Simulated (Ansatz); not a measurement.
# C2H4O2: the cost of one run

Computed with Ansatz 0.2.0 (the levels named in each step, unless a step's input says otherwise).

### 1 The structure to begin with

Bond lengths: O1–C2 1.201 Å, C2–C3 1.502 Å, C3–O4 1.395 Å, C2–H5 1.103 Å, C3–H6 1.101 Å, C3–H7 1.100 Å, O4–H8 0.972 Å. Angles: O1–C2–C3 122.5°, O1–C2–H5 122.6°, C3–C2–H5 114.9°, C2–C3–O4 112.0°, C2–C3–H6 108.4°, C2–C3–H7 108.5°, O4–C3–H6 110.1°, O4–C3–H7 110.1°, H6–C3–H7 107.6°, C3–O4–H8 106.9°.

As a file:

```xyz
8

O     0.6518    1.1211    0.6397
C     0.9294    0.0203    0.2492
C    -0.0805   -0.8879   -0.3928
O    -1.3411   -0.2948   -0.4716
H     1.9455   -0.4013    0.3330
H    -0.1357   -1.8174    0.1944
H     0.2773   -1.1517   -1.3985
H    -1.2606    0.5924   -0.0838
```

### 2 A rough first relaxation, PBE-D4/def2-SVP

This run stands in another session on the same molecule. It ended at:

```xyz
8

O     0.6209    1.1312    0.6327
C     0.9190    0.0147    0.2438
C    -0.1103   -0.8838   -0.3988
O    -1.3596   -0.2791   -0.4707
H     1.9665   -0.3948    0.3436
H    -0.1219   -1.8410    0.1884
H     0.2926   -1.1745   -1.4059
H    -1.2212    0.6081   -0.0635
```

### 3 Relaxation, HF/STO-3G

input.yaml reads:

```yaml
crystal:
  periodic: [false, false, false]
  atoms:
    - { symbol: O, position_ang: [0.62093325, 1.13119451, 0.63266685] }
    - { symbol: C, position_ang: [0.91902763, 0.01472827, 0.24378385] }
    - { symbol: C, position_ang: [-0.11027236, -0.88381852, -0.39876217] }
    - { symbol: O, position_ang: [-1.3596115, -0.27913382, -0.47072308] }
    - { symbol: H, position_ang: [1.96649723, -0.39477233, 0.3435797] }
    - { symbol: H, position_ang: [-0.12188466, -1.84097828, 0.18837275] }
    - { symbol: H, position_ang: [0.29256971, -1.17454682, -1.40587374] }
    - { symbol: H, position_ang: [-1.2211593, 0.60810699, -0.06348417] }
basis:
  gaussian: { orbitals: STO-3G }
hamiltonian:
  xc: hf
relax:
  f_tol: 0.002
  max_steps: 150
```

Launch:

```bash
ansatz run input.yaml --threads 2 --pin off --max-ram 5120MiB --backend cpu --events-out ev --progress --plain --runs-dir out
```

**Question.** How long does this run take on 2 threads of Arm Neoverse V2, shared host, and how much memory does it need?

About 2.3 s, with a peak of 0.082 GiB.
